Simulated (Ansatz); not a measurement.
**Basis-set limit of CH$_{3}$, doublet**

```xyz
4

C    -0.2580   -0.4536   -0.6053
H    -1.2042   -0.3666   -0.0706
H     0.3168   -1.3784   -0.5494
H     0.1130    0.3840   -1.1966
```

Ansatz 0.2.0, UHF determinant, valence electrons correlated. Energies in eV.

| set | X | functions | Hartree–Fock | MP2 correlation | CCSD(T) correlation | time |
| --- | --- | --- | --- | --- | --- | --- |
| def2-TZVPP | 3 | 73 | -1076.9740 | -4.2933 | -4.9904 | 2.3 s on 1 × NVIDIA H100 80GB HBM3 with 1 thread of AMD EPYC 7R13 Processor (Zen 3), on a shared host |
| def2-QZVPP | 4 | 147 | -1077.0304 | -4.5753 | -5.2310 | 2.5 s on 1 × NVIDIA H100 80GB HBM3 with 1 thread of AMD EPYC 7R13 Processor (Zen 3), on a shared host |

Hartree–Fock is taken to follow E(X) = E∞ + A·exp(−7.88·√X), correlation E(X) = E∞ + B·X^−2.97.

Question: Work out the CCSD(T) energy at the limit, and how far the shortcut misses it that extrapolates MP2 and adds CCSD(T) minus MP2 from the smaller set.

Answer: Hartree–Fock: E∞ = E4 + 0.1377·(E4 − E3) = -1077.0382. Correlation: E∞ = E4 + 0.7407·(E4 − E3) = -5.4092 for CCSD(T) and -4.7841 for MP2. The limit is -1082.4473 eV, 0.186 eV below def2-QZVPP. The shortcut gives a correlation energy of -4.7841 + (-0.6971) = -5.4812, 72 meV lower than the direct value.
